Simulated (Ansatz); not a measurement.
Reaction (isomerisation): `C=C(O)C(=C)F` → `C#CCOCF`

Isolated molecules relaxed with PBE0-D4/def2-TZVP in Ansatz; ΔE leaves out vibrations. CCSD(T)/CBS adds triple-zeta CCSD(T) − MP2 to the extrapolated MP2 energy (def2 sets, frozen cores). DFT in def2-TZVPP. B3LYP here is the variant with VWN-RPA as its local correlation; programs differ in this. Each species was taken in one conformer, which may not be the lowest.

(1) Is it downhill or uphill in electronic energy at CCSD(T)/CBS, and by how much? (An estimate is asked.)

(2) What do these levels give: ωB97X-V, PBE, r2SCAN, B3LYP, MP2/def2-TZVPP, CCSD(T)/def2-TZVPP? (Best estimate.)

Largest T1 diagnostic among the species: 0.012.

Results:

(1) The calculation gave: Uphill: ΔE = +26.3 kcal/mol.

(2) Computed: ωB97X-V 26.6, PBE 31.1, r2SCAN 31.4, B3LYP 28.3, MP2/def2-TZVPP 24.3, CCSD(T)/def2-TZVPP 25.9 kcal/mol.

From PBE to PBE0 (25 % exact exchange), in def2-TZVPP and without D4, ΔE moves by −0.8 kcal/mol. In def2-TZVPP, CCSD(T) changes the Hartree–Fock value by +2.6 kcal/mol (the triples alone add +0.8 kcal/mol) and MP2 by +0.9 kcal/mol.
